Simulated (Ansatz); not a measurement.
Basis-set extrapolation for BH2S (`[BH]S`) radical (PBE0-D4/def2-TZVP geometry, frozen core, the Gaussian-basis code of Ansatz). Multiplicity 2, UHF reference.

```tsv
	def2-TZVPP	def2-QZVPP
HF	-423.355572	-423.367906
MP2 correlation	-0.255383	-0.276234
CCSD(T) correlation	-0.299237	-0.318484
```

Energies in hartree. Use E(X) = E(∞) + A·exp(−7.88·√X) for Hartree–Fock and E(X) = E(∞) + B·X^(−2.97) for correlation, with X = 3 and 4.

What is the CCSD(T) energy at the basis-set limit?

HF limit: -423.367906 + (-0.012334) × 0.13774 = -423.36960. Correlation limit: -0.318484 + (-0.019247) × 0.74074 = -0.33274. Total: -423.70234 hartree, 124.8 kJ/mol below CCSD(T)/def2-TZVPP.
